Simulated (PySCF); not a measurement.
**Which determinant of OH⁺ lies lowest?**

Unrestricted PBE0; basis H def2-SVP, O def2-SVP; no relativity; PySCF 2.14. Outer shells of the fragments: O 2s2 2p4.

Followed along the bond (rough minima from three points):

```
2Ms+1  unpaired  ⟨S²⟩ at the start  R at minimum (Å)  Te (eV)
    3      π ↑↑               2.01              1.04     0.00
    1      π ↑↓               1.00              1.04     0.86
```

Solutions found at the starting distance of 1.020 Å, counted from the lowest of them; the search is not exhaustive and high or unbound solutions are not listed, so other states can lie among these:

```csv
2Ms+1,unpaired,term,E (eV),⟨S²⟩,⟨Lz²⟩,μ (D)
3,π ↑↑,³Σ⁻,0.00,2.01,0.00,-2.31
1,π ↑↓,mixed,0.86,1.00,2.00,-2.31
1,none,mixed,3.27,0.00,2.00,-2.33
3,"σ ↑, π ↑",³Π,3.55,2.00,1.00,-2.26
1,"σ ↓, π ↑",mixed,4.40,1.01,1.00,-2.35
```

A term symbol is given only where ⟨S²⟩ and ⟨Lz²⟩ are close to those of a pure state; real π, δ and φ orbitals otherwise mix terms. A positive dipole points towards O; it is taken about the centre of mass and depends on that origin.
